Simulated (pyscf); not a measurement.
H₂N–SiH₂–NH₂ + hydrogen (H₂) → ammonia (NH₃) + silylamine (H₂N–SiH₃) (four-centre exchange; singlet surface; N–Si, H–H broken, H–N, H–Si formed). PySCF, gas phase, ωB97X-D3(BJ)/def2-SVP geometries. Rate constants from transition-state theory, ωB97M-D3(BJ)/def2-TZVP energies (ideal gas, 1 atm, RRHO with modes under 100 cm⁻¹ raised to 100, one conformer, R ln 2 for chiral ones without a mode under 150 cm⁻¹; no tunnelling), k in cm³ molecule⁻¹ s⁻¹.

| T (K) | 1000/T | log10 k |
|---|---|---|
| 298 | 3.354 | -46.13 |
| 600 | 1.667 | ? |
| 900 | 1.111 | -23.48 |
| 1200 | 0.833 | -20.60 |

Problem. Fit an Arrhenius line to the three values, give the activation energy, and predict k at 600 K.

Solution. Least squares gives log10 k = -12.20 − 10.12 × 1000/T, so Ea = 10.12 × ln 10 × 1.987 = 46.3 kcal/mol, against an electronic barrier of 43.7. At 600 K the line gives -29.07; the computed value is -29.12 (ΔG‡ = 63.5 kcal/mol), close to the line. At the saddle there is also a short H–Si contact that neither side keeps. One saddle was located; it need not be the lowest between these sides.
